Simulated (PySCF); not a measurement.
Property card for `COC(C)=O`

Compound: C3H6O2.
Numbering: `[CH3:1][O:2][C:3]([CH3:4])=[O:5]` (hydrogens: H6, H7, H8 on C1; H9, H10, H11 on C4)

Cartesian coordinates in Å at the GFN2-xTB level; atoms count from 1:
```xyz
11
C3H6O2 angstrom
C      1.8531    0.0149    0.0092
O      0.5312    0.4560   -0.2675
C     -0.4633   -0.3327    0.1627
C     -1.8043    0.2627   -0.1740
O     -0.2845   -1.3694    0.7429
H      1.9763   -1.0251   -0.2989
H      2.0629    0.0925    1.0780
H      2.5160    0.6656   -0.5553
H     -1.7409    0.8250   -1.1004
H     -2.0956    0.9404    0.6263
H     -2.5454   -0.5272   -0.2490
```

Some functional groups and rings: ester.

**GFN2-xTB geometry**

```yaml
Rotational_constants_A_B_C_of_the_GFN2-xTB_geometry: 10.300, 4.188, 3.092 GHz
```

CAM-B3LYP/def2-SVPD ground state and vertical TDDFT (core frozen in the response) (PySCF):

```yaml
Dipole_moment: 1.97 D
HOMO_energy: -9.59 eV
LUMO_energy: 1.23 eV
HOMO–LUMO_gap: 10.82 eV
Lowest_singlet_excitation: 5.99 eV (207 nm, f = 0.001)
Strongest_line_among_the_8_lowest_singlet_transitions: S3 at 8.31 eV (149 nm, f = 0.147)
Lowest_triplet_excitation_Tamm–Dancoff: 5.48 eV
Static_isotropic_polarisability: 44.9 au
Electronic_spatial_extent_⟨r²⟩_about_the_centre_of_nuclear_charge: 428 bohr²
```

Monoisotopic mass (most abundant isotopes): 74.0368 u.

No computed singlet falls in the visible range (750 to 380 nm, 1.65 to 3.26 eV); S1 lies 2.73 eV above its blue end. The rotational constants make it an asymmetric top with κ = (2B − A − C)/(A − C) = -0.70, nearer the prolate limit (−1). The polarisability is 6.65 Å³ as a volume (1 au = 0.148185 Å³), or 1.12 au for each of the 40 electrons. With B = h/(8π²I), that is 505.379 GHz u Å² over I, the principal moments of inertia are 49.1, 120.7 and 163.4 u Å² (most abundant isotopes). The largest Löwdin shares of the HOMO are 0.67 on O5, 0.10 on O2, 0.09 on C4 and 0.09 on C3. S1 lies 4.83 eV below the HOMO–LUMO gap; its leading configuration is HOMO→LUMO+1, weight 0.94. The dipole matches unit charges of opposite sign 0.41 Å apart (1 e·Å = 4.8032 D). In wavenumbers S1 is 48300 cm⁻¹ (1 eV = 8065.54 cm⁻¹).

One conformer (not necessarily the lowest) at the GFN2-xTB geometry, without solvent, vibrations or thermal averaging.
